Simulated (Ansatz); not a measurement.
# AlH4NSi (SMILES [AlH2][N]=[SiH2]): functionals against CCSD(T) at one geometry

One table from this session's results is given with a row withheld; the runs are named, their logs left out.

The runs use Ansatz 0.2.0, Gaussian basis; single points in def2-TZVPP.

Cores are frozen in the correlated methods.

## The system as given

SMILES `[AlH2][N]=[SiH2]`, 7 atoms, charge 0, spin multiplicity 1.

Atoms are counted from 1 here; the program's logs count them from 0.

Bond lengths: Al1–N2 1.737 Å, Al1–H4 1.531 Å, Al1–H5 1.522 Å, N2–Si3 1.613 Å, Si3–H6 1.426 Å, Si3–H7 1.516 Å. Angles: N2–Al1–H4 125.1°, N2–Al1–H5 127.2°, H4–Al1–H5 107.5°, Al1–N2–Si3 177.5°, N2–Si3–H6 125.3°, N2–Si3–H7 125.1°, H6–Si3–H7 109.5°.

Geometry (Å):

```
Al   -1.38940    0.43700   -0.81680
N     0.05390   -0.01670    0.03730
Si    1.41150   -0.37000    0.83300
H    -1.78260   -0.06270   -2.20900
H    -2.54150    1.28210   -0.29210
H     1.75200    0.10330    2.13470
H     2.48550   -1.32140    0.34420
```

The first run:

The input, run/in.yaml:

```yaml
crystal:
  periodic: [false, false, false]
  atoms:
    - {symbol: Al, position_ang: [-1.389400, 0.437000, -0.816800]}
    - {symbol: N, position_ang: [0.053900, -0.016700, 0.037300]}
    - {symbol: Si, position_ang: [1.411500, -0.370000, 0.833000]}
    - {symbol: H, position_ang: [-1.782600, -0.062700, -2.209000]}
    - {symbol: H, position_ang: [-2.541500, 1.282100, -0.292100]}
    - {symbol: H, position_ang: [1.752000, 0.103300, 2.134700]}
    - {symbol: H, position_ang: [2.485500, -1.321400, 0.344200]}
basis:
  gaussian: {orbitals: def2-TZVPP}
correlation: {method: ccsd_t}
output: {forces: true}
```

No record of the launch command was kept for these runs.

Among the steps run: CCSD(T)/def2-TZVPP; PBE0-D4/def2-TZVPP; wB97M-V/def2-TZVPP; r2SCAN-D4/def2-TZVPP; PBE-D4/def2-TZVPP; r2SCANh-D4/def2-TZVPP; BLYP-D4/def2-TZVPP.

One table of the session follows, with a row left open; its other results are not shown here.

```
    method  RMS force component (eV/Å)  angle to CCSD(T) forces (°)  dipole (D)
   CCSD(T)                       0.821                    reference        3.47
   PBE0-D4                       0.923                          8.2        3.60
   wB97M-V                           ?                            ?           ?
 r2SCAN-D4                       0.867                          5.9        3.51
    PBE-D4                       0.818                          8.1        3.34
r2SCANh-D4                       0.900                          7.5        3.59
   BLYP-D4                       0.776                          5.4        3.37
```

Q: Estimate the row for wB97M-V from the others.

**Answer.** RMS force component (eV/Å): 0.915; angle to CCSD(T) forces (°): 7.6; dipole (D): 3.72. In the column «RMS force component (eV/Å)» it lies between r2SCANh-D4 (0.900) and PBE0-D4 (0.923).
